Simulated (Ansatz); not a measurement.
Input file:

```yaml
crystal:
  periodic: [false, false, false]
  atoms:
    - {symbol: Si, position_ang: [-0.083507, 0.000000, 0.000000]}
    - {symbol: H, position_ang: [-0.578378, 1.399708, 0.000000]}
    - {symbol: H, position_ang: [-0.578378, -0.699854, 1.212183]}
    - {symbol: H, position_ang: [-0.578379, -0.699854, -1.212183]}
    - {symbol: H, position_ang: [1.615493, 0.000000, 0.000000]}
    - {symbol: H, position_ang: [2.446493, 0.000000, 0.000000]}
basis:
  gaussian: {orbitals: cc-pVDZ}
magnetization: {spin_polarized: false, initial_magnetization: 1}
correlation: {method: fic_mrcisd_q_relaxed, electrons: outside_noble_gas, active_space: {window: {electrons: 9, orbitals: 9}, shells: [{species: H, l: s, shell: 1}, {species: Si, l: s, shell: 3}, {species: Si, l: p, shell: 3}]}}
```

```sh
$ ansatz run in.yaml --threads 1 --pin off --events-out ev --progress --plain --max-ram 2393MiB
```

The program prints:

```
785 factors; integrals over basis functions are off by at most 1.9e-7 eV
mean field evaluation 1: about -7937.1752 eV, gradient 9.6e0 eV
mean field evaluation 2: about -7937.1764 eV, gradient 9.6e0 eV
mean field evaluation 4: about -7937.8143 eV, gradient 4.5e-1 eV
mean field evaluation 8: about -7937.8160 eV, gradient 2.1e-4 eV
mean field -7937.81601079 eV, -291.7093579516 hartree, gradient 2.8e-6 eV, S^2 0.750000; 0 other end points of the search recorded, 0 dependent functions left out
reference -7937.81601079 eV, -291.7093579516 hartree; 10, 9 occupied and 33, 34 virtual orbitals, 785 factors
state -7939.56988235 eV, -291.7738115425 hartree
contracted CI cycle   1: correlation 0.00000000 eV, 0.0000000000 hartree, residual 1.33e1 eV
contracted CI cycle   2: correlation -2.66936020 eV, -0.0980971780 hartree, residual 3.09e0 eV
contracted CI cycle   3: correlation -2.81479191 eV, -0.1034416949 hartree, residual 9.64e-1 eV
contracted CI cycle   4: correlation -2.82977730 eV, -0.1039923977 hartree, residual 3.43e-1 eV
contracted CI cycle   5: correlation -2.83182082 eV, -0.1040674957 hartree, residual 1.13e-1 eV
contracted CI cycle   6: correlation -2.83205601 eV, -0.1040761387 hartree, residual 5.04e-2 eV
contracted CI cycle   7: correlation -2.83210787 eV, -0.1040780444 hartree, residual 2.43e-2 eV
contracted CI cycle   8: correlation -2.83211818 eV, -0.1040784234 hartree, residual 1.12e-2 eV
contracted CI cycle   9: correlation -2.83212030 eV, -0.1040785013 hartree, residual 5.00e-3 eV
contracted CI cycle  10: correlation -2.83212073 eV, -0.1040785171 hartree, residual 2.10e-3 eV
contracted CI cycle  11: correlation -2.83212081 eV, -0.1040785202 hartree, residual 1.00e-3 eV
state -7939.56988235 eV, -291.7738115425 hartree; corrected -7942.55595518 eV, -291.8835476950 hartree
Total energy: -7942.55595518 eV, -291.8835476950 hartree
Checks for a lower state left out: starts, orbital_swaps
```

Natural occupations: 1.9857 1.9756 1.9756 1.9738 1.0015 0.0279 0.0224 0.0188 0.0188.

For the same geometry and basis UCCSDT(Q) lies 19.4 meV higher.

Ran on 1 thread of Intel Xeon Platinum 8488C, shared host: 6 s wall, 0.37 GiB peak host memory.
